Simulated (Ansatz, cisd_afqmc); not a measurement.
Species: CHN, charge 0, singlet.
NHTBH set geometry:
```xyz
3

C      0.0803     0.6203     0.0000
N      0.0803    -0.5681     0.0000
H     -1.0441     0.2551     0.0000
```

Total energies in aug-cc-pVDZ, 10 correlated electrons, 2 frozen orbitals. Open shells are spin-unrestricted; no spin-orbit coupling. Correlated methods leave the cores frozen. No relativity. AFQMC/CISD: phaseless, guided by CISD from CCSD amplitudes; bars are statistical, one sigma. Outlying blocks are dropped, and bars are widened where a walk drifts. Over all cases where full CI ran beside it in this data, AFQMC minus full CI had a median of +0.1 mEh and passed +0.4 mEh in a tenth of the cases. The T1 diagnostic of CHN (saddle point or complex, singlet) reaches 0.027 in the sets run.

```csv
method,program,energy (Eh),minus CCSDTQ (mEh)
HF,Ansatz,-92.81353,317.82
MP2,Ansatz,-93.10068,30.68
CCSD,Ansatz,-93.11555,15.80
CCSD(T),Ansatz,-93.12975,1.60
CCSDT(Q),Ansatz,-93.13154,-0.18
CCSDTQ,Ansatz,-93.13135,0.00
AFQMC/CISD,cisd_afqmc,-93.1308 ± 0.0002,0.6 ± 0.2
```

Rough core times of Ansatz's runs on a shared machine: CCSD(T) under 20 s, CCSDT(Q) under 20 s, CCSDTQ 30 min.

Ansatz is a program for electronic structure.
